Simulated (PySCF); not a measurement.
Gas-phase reaction: AlCl₃.H₂O + AlH ⇌ AlOH + Cl₂ + AlH₂Cl

Energies from PySCF, thermal terms from the rigid-rotor harmonic-oscillator model, ideal gas at 1 bar. † marks an energy on the PBE0/def2-TZVP geometry and frequencies; other levels use their own. MP2 and CCSD(T) freeze the core. All species are closed-shell singlets. B3LYP is the form with VWN-RPA correlation. Adducts (AlCl₃.H₂O) have no counterpoise correction, and HF, PBE, BLYP, B3LYP and PBE0 lack dispersion. AlCl₃.H₂O, AlH₂Cl: computed as isolated molecules; such fragments, hydroxides, amides, oligomers or adducts are transient or little studied in the gas. MP2 isn't extrapolated to the basis-set limit. CCSD(T) isn't extrapolated to the basis-set limit.

| level | ΔH°(298 K), kJ |
|---|---|
| B3LYP/def2-TZVP† | 355 |
| CCSD(T)/def2-SVP† | 430 |
| CCSD(T)/def2-TZVPP† | 401 |
| M06-2X/def2-TZVP† | ? |
| MP2/def2-SVP† | 448 |
| PBE/def2-SVP | 397 |
| PBE/def2-TZVP† | ? |
| PBE0/def2-TZVP | ? |
| r2SCAN/def2-TZVP† | 394 |
| ωB97X-V/def2-TZVP† | ? |

What belongs in the gaps?


- M06-2X/def2-TZVP†, ΔH°(298 K), kJ: 400
- PBE/def2-TZVP†, ΔH°(298 K), kJ: 354
- PBE0/def2-TZVP, ΔH°(298 K), kJ: 383
- ωB97X-V/def2-TZVP†, ΔH°(298 K), kJ: 390
